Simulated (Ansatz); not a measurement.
Gas-phase reaction in SMILES: C1CCC1 → [CH]1CCC1 + H atom (the C-H bond breaks)

Property: bond dissociation energy (electronic), in kcal/mol. Set-up: valence correlation only; LANL2DZ all-electron up to Ne; six Cartesian d functions in 6-31G* and its kin unless marked 5d; non-relativistic; spin-orbit terms left out; UHF or UKS for open shells; 6-311+G** with 5d. Basis-set limits of correlation are two-point, X^-3; Hartree-Fock from the larger set. The bracket is a focal-point correction in the basis named. First-principles rows: single points at B3LYP-D3(BJ) geometries (Ansatz, a first-principles code).

Coupled cluster (Ansatz) is a level with limits of its own, used here on species with T1 under 0.025 (0.045 for open shells) and stable references: RI-MP2/CBS(cc-pVTZ,cc-pVQZ)+[CCSD(T)-MP2]/cc-pVDZ.

Value to compare with, RI-MP2/CBS(cc-pVTZ,cc-pVQZ)+[CCSD(T)-MP2]/cc-pVDZ (Ansatz): 108.9 kcal/mol.

| level | program | bond dissociation energy (electronic) (kcal/mol) | difference |
|---|---|---|---|
| MP2/STO-3G | Ansatz | 121.1 | 12.2 |
| MP2/3-21G | Ansatz | 99.9 | -9.0 |
| MP2/LANL2DZ | Ansatz | 97.8 | -11.1 |
| MP2/6-31G* | Ansatz | 100.5 | -8.4 |
| MP2/6-311+G** | Ansatz | 105.3 | -3.6 |

Among the 5 habitual levels, MP2/STO-3G lies farthest from RI-MP2/CBS(cc-pVTZ,cc-pVQZ)+[CCSD(T)-MP2]/cc-pVDZ (Ansatz) (12.2 kcal/mol) and MP2/6-311+G** nearest (-3.6); 1 of 5 lie above it, and their mean absolute difference is 8.9 kcal/mol, the median 9.0. One case shows no general order.

The sets are all those run for this method; runs whose electronic state is in doubt are left out.
